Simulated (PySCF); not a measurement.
**SiH2F (SMILES F[SiH2]): UPBE/STO-6G**

What is the vertical ionisation energy of SiH2F at UPBE/STO-6G? Input form: a Python script.

The calculation is run with PySCF 2.14.0.

10 further runs of the same task are left out: 10 set aside as unsound or not needed.

**1. Starting point**

SiH2F has 4 atoms, charge 0, and is taken as a doublet. As SMILES, `F[SiH2]`. Geometry: relaxed at GFN2-xTB.

Bond lengths: F1–Si2 1.621 Å, Si2–H3 1.448 Å, Si2–H4 1.448 Å. Angles: F1–Si2–H3 104.7°, F1–Si2–H4 104.7°, H3–Si2–H4 120.2°.

**2. A single-point energy at UPBE/STO-6G**

Contents of calc.py:

```python
from pyscf import gto, dft

system = gto.Mole()
system.atom = 'F 1.205590 0.647540 -0.425510; Si -0.122150 -0.264920 -0.246870; H -1.219930 0.678520 -0.261640; H 0.136490 -1.061140 0.934020'
system.basis = 'sto-6g'
system.spin = 1
system.charge = 0
system.verbose = 4
system.max_memory = 1860
system.build()

ks = dft.UKS(system)
ks.xc = 'pbe'
ks.grids.level = 5
ks.conv_tol = 1e-10
ks.kernel()
if not ks.converged:
    ks = ks.newton().run(ks.mo_coeff, ks.mo_occ)

e_tot = ks.e_tot
print('E(%s) = %.9f' % ('PBE', e_tot))
```

On the command line:

```sh
$ OMP_NUM_THREADS=1 python calc.py
```

What it wrote:

```text
PySCF version 2.14.0

[INPUT] num. atoms = 4
[INPUT] num. electrons = 25
[INPUT] charge = 0
[INPUT] spin (= nelec alpha-beta = 2S) = 1
[INPUT] symmetry False subgroup None
[INPUT] Mole.unit = angstrom
[INPUT] Symbol           X                Y                Z      unit          X                Y                Z       unit  Magmom
[INPUT]  1 F      1.205590000000   0.647540000000  -0.425510000000 AA    2.278234918514   1.223673254701  -0.804097363264 Bohr   0.0
[INPUT]  2 Si    -0.122150000000  -0.264920000000  -0.246870000000 AA   -0.230830046116  -0.500626244920  -0.466516688371 Bohr   0.0
[INPUT]  3 H     -1.219930000000   0.678520000000  -0.261640000000 AA   -2.305333591141   1.282216970040  -0.494427943231 Bohr   0.0
[INPUT]  4 H      0.136490000000  -1.061140000000   0.934020000000 AA    0.257928718742  -2.005263979821   1.765041994866 Bohr   0.0

nuclear repulsion = 55.4994572990351
number of shells = 10
number of NR pGTOs = 96
number of NR cGTOs = 16
basis = sto-6g
ecp = {}

[... 78 lines left out ...]
converged SCF energy = -388.63589030044  <S^2> = 0.75024273  2S+1 = 2.0002427
E(PBE) = -388.635890300
```

It took 6.6 s on 1 thread of Arm Neoverse N1, shared host; peak memory 0.19 GiB.

**3. The singlet cation**

Contents of run.py:

```python
from pyscf import gto, dft

molecule = gto.M(
    atom='F 1.205590 0.647540 -0.425510; Si -0.122150 -0.264920 -0.246870; H -1.219930 0.678520 -0.261640; H 0.136490 -1.061140 0.934020',
    verbose=3,
    charge=1,
    spin=0,
    max_memory=1860,
    basis='sto-6g',
)

ks = dft.RKS(molecule)
ks.xc = 'pbe'
ks.grids.level = 5
ks.conv_tol = 1e-10
ks.kernel()
if not ks.converged:
    ks = ks.newton().run(ks.mo_coeff, ks.mo_occ)

etot = ks.e_tot
print(f'total energy: {etot:.8f} hartree')
```

On the command line:

```sh
$ OMP_NUM_THREADS=1 python run.py
```

What it wrote:

```text
converged SCF energy = -388.42112976213
total energy: -388.42112976 hartree
```

Wall time 4.5 s (1 thread of Arm Neoverse N1, shared host); peak memory 0.18 GiB.

**4. Results**

At UPBE/STO-6G:

| quantity | value |
| --- | --- |
| doublet SiH2F: total energy | -388.63589 Eh |
| doublet SiH2F: dipole moment | 0.51 D |
| doublet SiH2F: HOMO energy (highest over α and β) | -1.01 eV |
| doublet SiH2F: LUMO energy (lowest over α and β) | 0.57 eV |
| doublet SiH2F: ⟨S²⟩ | 0.750 |
| singlet cation: total energy | -388.42113 Eh |
| singlet cation: HOMO energy | -13.21 eV |
| singlet cation: LUMO energy | -10.50 eV |
| singlet cation: HOMO–LUMO gap | 2.71 eV |
| vertical ionisation energy (to the singlet cation) | 5.844 eV |

What this shows: Removing an electron at fixed nuclei costs 5.84 eV (135 kcal/mol). Only the singlet of the ionised species was computed; a triplet could lie lower. In a minimal basis such a difference can be off by several eV, whatever the method. Mulliken charges (singlet cation) run from -0.01 on F1 to +0.95 on Si2.
